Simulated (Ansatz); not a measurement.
# AlHF (quartet): from Hartree-Fock to the top rungs, cc-pVDZ

The task here is to estimate one member of a computed series from the others.

Computed with Ansatz 0.2.0, Gaussian basis. Level: cc-pVDZ, core rule «outside noble gas», up to 6 orbitals frozen.

The runs, in order: UHF; CCSD(T) on ROHF; CCSD(T) on UHF; BCCD(T) on ROHF; CISD; CCSDT(Q) on ROHF; CCSDT(Q) on UHF; CCSDTQ on ROHF; CCSDTQ on UHF.

14 further runs of the same task are left out: 10 for a known fault of the program, 4 set aside as unsound or not needed.

## The system

The geometry is a PBE0/def2-TZVP stationary point (not a proven minimum) of the parent state, kept for this charge and spin.

3 atoms, charge 0, spin multiplicity 4.

Atoms are counted from 1 here; the program's logs count them from 0.

Bond lengths: Al1–F2 1.656 Å, Al1–H3 1.607 Å. Angles: F2–Al1–H3 115.4°.

Set-up of the first run:

File in.yaml:

```yaml
crystal:
  periodic: [false, false, false]
  atoms:
    - {symbol: Al, position_ang: [0.000000, -0.115297, 0.645226]}
    - {symbol: F, position_ang: [0.000000, 0.098231, -0.996846]}
    - {symbol: H, position_ang: [0.000000, 1.234843, 1.517246]}
basis:
  gaussian: {orbitals: cc-pVDZ}
magnetization: {spin_polarized: true, initial_magnetization: 3}
hamiltonian: {xc: hf}
output: {orbitals: {seedname: orbitals}}
```

Launch:

```bash
$ ansatz run in.yaml --threads 1 --pin off --events-out ev --progress --plain --max-ram 4096MiB --backend cpu
```

Among the steps run: UHF; CCSD(T) on ROHF; CCSD(T) on UHF; BCCD(T) on ROHF; CISD; CCSDT(Q) on ROHF; CCSDT(Q) on UHF; CCSDTQ on ROHF; CCSDTQ on UHF.

One of the session's tables, all rows but one given; the rest of the session is left out.

| method | from UCCSDTQ (kJ/mol) |
| --- | --- |
| ROHF | +594.8 |
| UHF | +593.8 |
| RMP2 | +28.6 |
| UMP2 | +28.1 |
| CISD | +38.2 |
| RCCSD | +13.2 |
| UCCSD | +13.2 |
| RCCSD(T) | +2.7 |
| UCCSD(T) | +2.7 |
| BCCD(T) | ? |
| RCCSDT | +1.2 |
| UCCSDT | +1.1 |
| RCCSDT(Q) | +0.2 |
| UCCSDT(Q) | -0.3 |
| RCCSDTQ | 0.0 |
| UCCSDTQ | 0 |

Estimate the missing values for BCCD(T).

As computed: from UCCSDTQ (kJ/mol): +2.4. In the column «from UCCSDTQ (kJ/mol)» it lies between RCCSDT (+1.2) and RCCSD(T) (+2.7).

Some runs used a GPU and others CPU threads alone; cost is compared among the CPU runs only.

Among the levels timed on like hardware, those that no quicker one beats, quickest first: UCCSD(T) (2.6 s, +2.7 kJ/mol); BCCD(T) (3.4 s, +2.4 kJ/mol); UCCSDT(Q) (15 s, -0.3 kJ/mol); RCCSDT(Q) (18 s, +0.2 kJ/mol).

To keep in mind: Restricted and unrestricted rows rest on different reference determinants; where their highest levels disagree by more than a few hundredths of an eV, they describe different states and don't form one ladder.
